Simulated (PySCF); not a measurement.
Redox energetics: isocyanic acid

Parent: isocyanic acid, `N=C=O` (CHNO). Numbering: `[NH:1]=[C:2]=[O:3]`

These are calculated values, ωB97X-D3(BJ)/ma-def2-TZVP in PySCF (grid level 2) at geometries from PBE0-D3(BJ)/ma-def2-SVP. Thermal corrections: PBE0-D3(BJ)/ma-def2-SVP frequencies, unscaled, ideal gas at 298.15 K and 1 bar, quasi-RRHO entropy.

Frontier levels of the parent: HOMO -11.34 eV, LUMO 0.84 eV.

Oxidation to the radical cation:
| Property | Result |
| --- | --- |
| Vertical ionisation energy (electronic) | 11.76 eV |
| Adiabatic ionisation energy (with zero-point energy) | 11.60 eV |
| Adiabatic, electronic part | 11.66 eV |
| Vertical gap at the product's structure | 11.52 eV |
| Inner reorganisation energy (four-point) | 242 meV |
| Relaxation of product / of parent | 101 / 141 meV |
| ⟨S²⟩ of the product | 0.770 |
| Largest spin populations | N1 0.82, O3 0.35, C2 -0.15 |
| Largest changes of atomic charge | N1 0.43, O3 0.36, C2 0.12, H (on N1) 0.09 |
| Distances that move most (Å) | N1–C2 1.210 → 1.258; N1–H 1.008 → 1.036; C2–O3 1.164 → 1.138 |
| Potential in DMSO | 8.56 V absolute, 4.03 V against Fc+/Fc computed at 4.53 V (solvation -19 → -311 kJ/mol) |

Reduction to the radical anion:
```
Vertical electron affinity (electronic)              : -0.72 eV
Adiabatic electron affinity (with zero-point energy) : -0.43 eV
Adiabatic, electronic part                           : -0.45 eV
Vertical gap at the product's structure              : 0.97 eV
⟨S²⟩ of the product                                  : 0.754
Largest spin populations                             : C2 0.60, O3 0.25, N1 0.16
Largest changes of atomic charge                     : C2 -0.46, O3 -0.23, N1 -0.22, H (on N1) -0.10
Distances that move most (Å)                         : N1–C2 1.210 → 1.300; C2–O3 1.164 → 1.223; N1–H 1.008 → 1.018
Potential in DMSO                                    : 2.22 V absolute, -2.31 V against Fc+/Fc computed at 4.53 V (solvation -19 → -272 kJ/mol)
```

Solvents are IEF-PCM continua (electrostatics only, gas-phase structures); absolute potentials refer to an electron at rest in vacuum. Fc+/Fc in DMSO, 4.53 V, is ωB97X-D3(BJ)/ma-def2-TZVP on PBE0-D3(BJ)/def2-SVP structures with GFN2-xTB thermal terms. Benchmark calculations put it near 5.0 V in acetonitrile and DMSO, so it is about 0.5 V low, and the value against it can read up to that much too high.

Measured values (NIST Chemistry WebBook, evaluated or the median of agreeing entries): adiabatic ionisation energy 11.60 eV (computed 11.60, difference 0.01).

Note: the gas-phase radical anion comes out unbound at this level, so its gas-phase values hang on the basis; a negative vertical affinity means that the electron isn't bound at that structure, so the value and what is derived from it hang on the basis.

Differences come from unrounded values, so a last digit can differ from that of the printed terms.
